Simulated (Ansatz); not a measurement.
C₃H₈O₂ (`COCOC`), relaxed with RKS PBE-D4/def2-SVP in Ansatz 0.2.0 from a rough embedded geometry. The force threshold is 0.03 eV/Å; the program also tests the step.

Total charge 0; spin multiplicity 1.

Start:

```xyz
13

C     0.337   -1.766    0.570
O    -0.174   -1.068   -0.523
C    -0.992    0.008   -0.082
O    -0.336    1.093    0.439
C     0.519    1.761   -0.441
H     1.026   -2.559    0.187
H    -0.397   -2.168    1.199
H     1.025   -1.056    1.127
H    -1.740   -0.394    0.580
H    -1.564    0.352   -0.993
H     1.050    2.544    0.061
H    -0.089    2.166   -1.279
H     1.334    1.089   -0.844
```

```tsv
step	energy (eV)	largest force (eV/Å)	largest move (Å)
1	-7320.3222	3.510	0.000
2	-7320.6341	1.051	0.071
3	-7320.6733	0.202	0.063
4	-7320.6761	0.035	0.041
5	-7320.6764	0.006	0.012
```

End:

```xyz
13

C     0.391   -1.752    0.566
O    -0.200   -1.068   -0.524
C    -1.019    0.002   -0.128
O    -0.323    1.071    0.458
C     0.525    1.751   -0.451
H     1.023   -2.560    0.149
H    -0.381   -2.210    1.231
H     1.023   -1.079    1.188
H    -1.760   -0.320    0.643
H    -1.547    0.324   -1.057
H     1.029    2.563    0.107
H    -0.055    2.203   -1.293
H     1.294    1.076   -0.889
```

Run time 7 s (4 threads of a server CPU on a shared host); peak host memory 0.14 GiB.
